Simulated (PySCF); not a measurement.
## CF₃: from structure and modes to constants

Method: PySCF, UB3LYP, basis C def2-TZVP, F def2-TZVP (no relativity, density fitting).

The doublet minimum has C3v symmetry. Masses (u): C 12.00000, F 18.99840.

```xyz
4
charge 0 multiplicity 2, angstrom
C     0.0000    0.0000   -0.3280
F     1.2601    0.0000    0.0690
F    -0.6300    1.0913    0.0690
F    -0.6300   -1.0913    0.0690
```

Harmonic wavenumbers (cm⁻¹): 503.3 (e, ×2), 696.4 (a1, ×1), 1077.5 (a1, ×1), 1238.9 (e, ×2).

Question: Find the principal moments of inertia and the rotational constants. What kind of rotor is it?

Answer: About the centre of mass I = 46.812, 46.812, 90.498 u Å². With B = 16.8576/I this gives 0.3601, 0.3601, 0.1863 cm⁻¹. The molecule is an oblate symmetric top.

Question: What is the harmonic zero-point energy?

Answer: Half the sum of all 6 wavenumbers, 5258/2 = 2629 cm⁻¹, which is 31.5 kJ/mol (1 cm⁻¹ = 0.0119627 kJ/mol).

Question: Find the vibrational entropy and heat capacity at 298.15 K.

Answer: With u = 1.43878 ω/T, each mode gives S = R[u/(eᵘ−1) − ln(1−e⁻ᵘ)] and C = R u² eᵘ/(eᵘ−1)².
```
   ω (cm⁻¹)      u  S (J/(mol K))  C (J/(mol K))
 503.3 (×2)  2.429           2.72           5.20
      696.4  3.361           1.30           3.50
     1077.5  5.200           0.29           1.25
1238.9 (×2)  5.978           0.15           0.76
```
The sums over all modes are S = 7.3 and C = 16.7 J/(mol K); the softest mode gives 37 % of the entropy (each member, where degenerate).

Question: Give the standard entropy (298.15 K, 1 bar) by its translational, rotational, vibrational and spin parts, and Cp.

Answer: Sackur–Tetrode with M = 69.00 u gives 161.7; rotation with symmetry number 3 gives 90.1; vibration 7.3; spin R ln 2 = 5.8. The total is 264.8 J/(mol K), and Cp = 4 R + 16.7 = 49.9 J/(mol K).

This need not be the most stable arrangement of these atoms.
